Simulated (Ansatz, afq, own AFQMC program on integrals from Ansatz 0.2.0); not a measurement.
# Mo, septet: AFQMC among the cluster methods

A free Mo atom.

Basis def2-TZVP with its core potentials. Noble-gas cores (and the filled d shells of Ga–Kr and In–Xe) are frozen. AFQMC by an in-house program on the Cholesky factors that Ansatz 0.2.0 writes for its CCSD(T) run. ph-AFQMC/CISD is guided by a CISD state made of CCSD amplitudes; releasing the constraint for a short imaginary time cuts its bias at the price of noise, slowly where states lie close. Free projection: walkers drawn from exp(T), propagated without any constraint. Its projection time is finite, and what remains of the start isn't in its error. Uncertainties: one standard error, sampling alone. No spin–orbit coupling. The metal's outer-core s and p shells are frozen, which shifts wave-function levels against functionals.

Determinant: UHF, the one that the program's search chose, which needn't be the lowest solution.

Full CI on the same integrals is exact in this basis and with this determinant's frozen core.

Cautions: no spin-orbit coupling; outer-core shells of the metal frozen.

* T1 diagnostic: 0.0073
* weight of the determinant in the CISD state: 0.970
* ⟨S²⟩ of the determinant: 12.003
* size of the correlated space: 6 electrons in 36 orbitals

Reference: full CI, correlation energy -1.859 eV. The released energy is read at 1.00 1/Eh, later times being too noisy (meV from the phaseless value at times in 1/Eh: -3.4 ± 0.9 at 0.24, -3.4 ± 0.8 at 0.50, -3.9 ± 0.7 at 1.00, 4 ± 9 at 1.50).

```json
{"level": "HF", "E − E(reference) (kJ/mol)": "179.3", "share of correlation (%)": "0.00"}
{"level": "MP2", "E − E(reference) (kJ/mol)": "22.3", "share of correlation (%)": "87.57"}
{"level": "CCSD", "E − E(reference) (kJ/mol)": "2.6", "share of correlation (%)": "98.54"}
{"level": "CCSD(T)", "E − E(reference) (kJ/mol)": "0.6", "share of correlation (%)": "99.69"}
{"level": "CCSDT", "E − E(reference) (kJ/mol)": "0.1", "share of correlation (%)": "99.93"}
{"level": "CCSDT(Q)", "E − E(reference) (kJ/mol)": "0.0", "share of correlation (%)": "99.99"}
{"level": "CCSDTQ", "E − E(reference) (kJ/mol)": "0.0", "share of correlation (%)": "100.00"}
{"level": "ph-AFQMC/HF", "E − E(reference) (kJ/mol)": "5.3 ± 1.1", "share of correlation (%)": "97.03"}
{"level": "ph-AFQMC/CISD", "E − E(reference) (kJ/mol)": "0.7 ± 0.2", "share of correlation (%)": "99.60"}
{"level": "released AFQMC", "E − E(reference) (kJ/mol)": "0.3 ± 0.06", "share of correlation (%)": "99.81"}
{"level": "free AFQMC", "E − E(reference) (kJ/mol)": "0.0 ± 0.03", "share of correlation (%)": "100.00"}
```

CCSDT and higher add their correlation energy to the determinant of the CCSD(T) run, since their own runs factorise the integrals more tightly (a shift of under 2 meV). Free projections are given only where their last times agree within the noise and don't stop above the reference; a slow remainder of the start can still hide under it. A walk keeps the symmetry of its determinant, which the program's search chose and which needn't be the lowest solution, so a lower state of the same spin and another symmetry isn't excluded. Released energies are given only where the last usable release times agree within the noise; a slower fall can still hide under it.
